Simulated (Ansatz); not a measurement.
We consider 1T (CdI2-type) PtS₂, described by PBEsol+SOC (plane waves, PAW; Ansatz, a first-principles code).

Run with plane-wave cutoff 520 eV, 12×12×8 k mesh (along the axes of the cell as run), Fermi–Dirac smearing 0.01 eV, PAW data made under PBE.

Properties against volume:

Shape and atoms are relaxed at each volume.

```tsv
V (Å³/atom)	P (GPa)	smallest gap on the k mesh (eV)	c (Å)	a (Å)
16.984	1.11	0.000	4.623	3.567
17.338	0.45	0.127	4.718	3.568
17.692	0.00	0.291	4.817	3.567
18.046	-0.29	0.465	4.918	3.565
18.399	-0.45	0.646	5.023	3.562
```

Measured, for comparison: band gap 0.7 eV (temperature not stated, no zero-point or thermal correction, bulk, cited; as tabulated in Two-dimensional noble-metal chalcogenides and phosphochalcogenides, Angew. …).

Note: the cell comes from a level without a dispersion term, which matters for the spacing of layers, chains or molecules.
